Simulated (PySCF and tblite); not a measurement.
CH3CH2CF(CH3)2, C₅H₁₁F, numbered as in [CH3:1][CH2:2][C:3]([CH3:4])([CH3:5])[F:6].

Search: ETKDG and KDG, MMFF94s, GFN2-xTB, 90 starts; geometries at PBE0-D3(BJ)/def2-SVP. Weights use CAM-B3LYP-D3(BJ)/def2-TZVP (IEF-PCM, chloroform) energies plus GFN2-xTB zero-point and thermal terms (modes under about 100 cm⁻¹ blended into free rotors). Symmetry numbers and mirror images are counted. Conformers within 3 kcal/mol (GFN2-xTB free energy) were kept, 8 at most. Couplings: B3LYP/pcSseg-1 with pcJ-1 on H, F (gas phase; spin-dipole term only for pairs with B, N, F, Si or P). Couplings are for ¹⁹F, ¹H. Codes: tblite and PySCF.

Torsions listed: C1–C2–C3–F6. Of a mirror pair one member is shown.

| conformer | shape | weight % |
| --- | --- | --- |
| 1 | 58° | 65.5 |
| 2 | 180° | 34.5 |

Problem. Give the couplings in each conformer and the averages at 298.15 K (pairs that fast motion interchanges averaged).

Solution. 
```
 coupling  pairs      1      2  average (Hz)
³J(H2,F6)      2   19.8    8.9          16.1
³J(H4,F6)      6   20.2   20.6          20.3
²J(H1,H1)      3  -14.3  -14.5         -14.4
³J(H1,H2)      6    8.3    8.7           8.4
²J(H2,H2)      1  -15.6  -14.7         -15.3
²J(H4,H4)      6  -14.1  -14.1         -14.1
⁴J(H4,H5)      9    0.5    0.5           0.5
```

Only couplings over up to 4 bonds are listed; longer-range ones, if any, are left out.

Computed couplings to fluorine can be off by tens of per cent at such levels.
